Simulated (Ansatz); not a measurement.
## Worked example: correlation energy of Al$_{2}$HF⁺ (H-bridged), doublet

Geometry: that of the Al2HF (H-bridged), singlet, kept fixed.

| atom | x (Å) | y (Å) | z (Å) |
| --- | --- | --- | --- |
| Al | 0.0000 | 0.0860 | 2.0516 |
| Al | 0.0000 | -0.3405 | -0.5851 |
| F | 0.0000 | 0.2971 | -2.1172 |
| H | 0.0000 | 1.2129 | 0.6486 |

Basis cc-pVDZ; Ansatz 0.2.0. Only valence electrons are correlated (noble-gas cores frozen), which leaves 13 electrons in 44 orbitals. Prefix R: restricted or restricted open-shell reference; prefix U: unrestricted.

Full CI isn't at hand for all of this; UCCSDT(Q) serves as the reference, and is uncertain by about the last step of the cluster series.

Unrestricted rows (U) aren't spin-pure: their determinants' ⟨S²⟩ exceeds S(S+1) by up to 0.18, so they mix in states of higher spin.

Runs differ by some tens of microhartree through their thresholds and, for an open shell, their frozen cores, so steps under 0.03 kcal/mol mean nothing.

```
    level  total energy (hartree)
      UHF             -583.604197
     UMP2             -583.874121
    UCCSD             -583.902361
 UCCSD(T)             -583.909087
   UCCSDT             -583.910247
UCCSDT(Q)             -583.910974
```

What is the correlation energy at UCCSDT(Q), and what share of it do UMP2 and UCCSD recover?

E(corr) = -583.910974 − (-583.604197) = -0.306777 hartree = -8.348 eV. UMP2: -0.269924 / -0.306777 = 87.99 %. UCCSD: -0.298164 / -0.306777 = 97.19 %.

By how many kcal/mol does UCCSD(T) miss UCCSDT(Q) (1 hartree = 627.509 kcal/mol), and which steps make up the rest?

-583.909087 − (-583.910974) = 0.001887 hartree = 1.18 kcal/mol. Steps: UCCSDT − UCCSD(T) = -0.73, UCCSDT(Q) − UCCSDT = -0.46 kcal/mol. Differences between like states or geometries often cancel part of this.
